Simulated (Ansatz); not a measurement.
The same path of FH + H4OSi (8 atoms, charge 0, multiplicity 1) was run 3 times with different band settings. Lost on the way: Si1–H2, F7–H8. Made: Si1–F7, H2–H8.

Level of theory: RKS PBE-D4/def2-SVP in Ansatz 0.2.0.

Relaxed end points:

```xyz
8
Properties=species:S:1:pos:R:3
Si -0.112 0.112 -0.152
H -0.151 0.074 1.371
H 1.305 0.252 -0.600
O -0.908 1.481 -0.715
H -1.874 1.477 -0.603
H -0.748 -1.155 -0.652
F 1.316 -1.960 1.350
H 0.844 -1.271 1.785
```

```xyz
8
Properties=species:S:1:pos:R:3
Si -0.093 -0.211 -0.742
H 1.287 -0.405 3.247
H 1.327 0.226 -0.872
O -0.991 1.181 -0.580
H -1.958 1.076 -0.610
H -0.571 -1.064 -1.882
F -0.229 -1.153 0.597
H 0.898 -0.640 2.627
```

Common settings: spring 5.0 eV/Å²; optimiser quadratic models (default); start path through a guess of the saddle point; iteration limit 60; end points relaxed.

| run | movable images | climbing image | force threshold |
| --- | --- | --- | --- |
| 1 | 5 | yes | 0.05 eV/Å |
| 2 | 5 | yes | 0.2 eV/Å |
| 3 | 6 | no | 0.05 eV/Å |

Problem. What does each run give, and how far can it be trusted?

Solution. Run 1: converged after 38 iterations, highest image 0.862 eV above the first end. A structure lower than the last end lies on the path between it and the top, so the climb from that side starts below the end, which may itself be a saddle point or a shallow side well. Neighbouring images differ by up to 1.9 eV, so the band resolves the path poorly. A vibrational analysis at the climbing image gives one clearly imaginary mode, 819i cm⁻¹: a first-order saddle point.
Run 2: converged after 11 iterations, highest image 0.909 eV above the first end. The threshold of 0.2 eV/Å is loose, so the images may lie well off the minimum-energy path. Neighbouring images differ by up to 1.5 eV, so the band resolves the path poorly. The order of the stationary point at the top wasn't checked.
Run 3: converged after 23 iterations, highest image 0.467 eV above the first end. Neighbouring images differ by up to 1.4 eV, so the band resolves the path poorly. No image climbed, so the highest image needn't sit at the top of the path.
The orbitals stay closed-shell, which can raise the energy where a bond breaks towards radicals; this wasn't checked here.
